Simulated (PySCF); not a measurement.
Do core-level shifts follow atomic charges?

Compound: C4H5 (charge +1).
SMILES with atom numbers: `[CH3:1][c+:2]1[cH:3][cH:4]1`

Binding energies: delta-SCF UKS SCAN, pcX-2 on the ionised atom, pcseg-1 elsewhere, spin-free X2C in PySCF 2.14.0. Charges: PBE0/pcSseg-1 ground-state density, for the ionised atom.

```csv
atom,environment,C 1s (eV),Mulliken (e),IAO (e),Hirshfeld (e),ESP (e)
C1,methyl carbon,297.10,-0.167,-0.460,-0.060,-0.561
C3,unsaturated ring CH carbon,299.09,+0.097,+0.033,+0.133,+0.016
C2,unsaturated ring carbon,299.59,+0.018,+0.223,+0.171,+0.338
```

Question: How well does each charge scheme correlate with the binding energies over these sites?

Answer: Hirshfeld: r = 1.00, slope 10.6 eV per e; IAO: r = 1.00, slope 3.7 eV per e; ESP: r = 0.99, slope 2.8 eV per e; Mulliken: r = 0.88, slope 8.6 eV per e. On 3 points no scheme stands out.

Question: The point-charge model writes a binding energy as kq + V + constant, with V the potential of the other atoms' charges at the site. What does it give with the Hirshfeld charges?

Answer: V = Σ 14.40 eV Å × q/r over all other atoms: +8.54 eV at C1, +7.25 eV at C3, +6.19 eV at C2. Fitting binding energy − V to q gives k = 19.7 eV per e and leaves an rms residual of 0.34 eV, against 0.04 eV for the fit on q alone. The model has no term for differences in relaxation between sites.

The species carries charge +1, so core ionisation leaves charge +2. Geometry: GFN2-xTB; no solvent, vibrations or thermal averaging.
